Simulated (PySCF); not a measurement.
Species: sulfuric acid, H2O4S.
Geometry (PBE0-D3(BJ)/def2-TZVP, Å), atoms numbered from 1 in this order:
```
atom  x, y, z in Å
O1    -0.6372   -0.6372   -1.4187
S2    -0.2994   -0.3270   -0.0788
O3    -0.8666   -0.9705    1.0480
O4    -0.5156    1.2311    0.0686
O5     1.2653   -0.4638    0.0900
H6    -0.6010    1.4465    1.0075
H7     1.6866   -0.3080   -0.7666
```

The closed-shell ground state was solved at several levels (PySCF, density fitting, gas phase, non-relativistic). Isolated species at its PBE0-D3(BJ)/def2-TZVP geometry (one conformer only).

```json
{"level": "PBE0/pcSseg-2", "basis functions": "215", "HOMO (eV)": "-9.72", "LUMO (eV)": "-0.29", "gap (eV)": "9.43", "dipole (D)": "3.23"}
{"level": "PBE0/aug-cc-pVTZ", "basis functions": "280", "HOMO (eV)": "-9.67", "LUMO (eV)": "-0.71", "gap (eV)": "8.96", "dipole (D)": "3.15"}
{"level": "wB97X-D/aug-cc-pVTZ", "basis functions": "280", "HOMO (eV)": "-11.58", "LUMO (eV)": "0.54", "gap (eV)": "12.12", "dipole (D)": "3.19"}
```

(1) What might CAM-B3LYP/aug-cc-pVTZ (280 basis functions) give for the same quantities?

(2) Over all these levels, which gives the widest orbital gap and which the narrowest?

(3) How far do the dipole and the HOMO energy spread over the levels?

## Answers

(1) HOMO -11.18 eV, LUMO -0.26 eV, gap 10.92 eV, dipole 3.20 D.

(2) wB97X-D/aug-cc-pVTZ (range-separated hybrid) has the widest, 12.12 eV, and PBE0/aug-cc-pVTZ (global hybrid, 25 % exact exchange) the narrowest, 8.96 eV. The two share the basis. From the narrowest to the widest the HOMO moves by -1.91 eV and the LUMO by +1.25 eV.

(3) The dipole runs from 3.15 to 3.23 D (mean 3.19 D) and the HOMO from -11.58 to -9.67 eV.
